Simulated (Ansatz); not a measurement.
**Eu: spin order and energy**

```
CELL_PARAMETERS angstrom
-2.19206 2.19206 2.19206
2.19206 -2.19206 2.19206
2.19206 2.19206 -2.19206
ATOMIC_POSITIONS crystal
Eu 0.00000 0.00000 0.00000
```

The structure comes from a relaxation in the same program, started in the bcc type, and has space group Im-3m. Whether it is a known phase or the ground state wasn't checked.

Semilocal functionals without a Hubbard term describe localised f shells poorly; where the shell is localised, the real material differs.

Other magnetic orders may lie lower; this is the state that the run reached.

Level of theory: DFT, PBE, all-electron LAPW, scalar-relativistic (Ansatz 0.2.0).

Sampling and basis: a Γ-centred 14×14×14 k mesh, Fermi–Dirac smearing of 0.05 eV, basis error target 1 meV/atom. PBE unless a row says otherwise.

Energies are extrapolated to zero smearing; site moments are those inside atomic spheres.

The runs: ferromagnetic start; no spin polarisation; spin-orbit coupling on.

Question: Which of the states with an energy lies lowest?

Answer: The row "ferromagnetic start", by 7322 meV/atom under the next. Orders that need a larger cell weren't tried.

Question: Tabulate energies, moments and gaps of the runs.

Answer: 
| run | E − E(first) (meV/atom) | spin moment Eu (μB) | cell spin moment (μB) | gap (eV) | P (GPa) |
| --- | --- | --- | --- | --- | --- |
| ferromagnetic start | 0 | 7.10 | 7.26 | none | 0.1 |
| no spin polarisation | 7322 | 0 | 0 | none | -4.0 |
| spin-orbit coupling on | – | – | 7.21 | none | -0.1 |
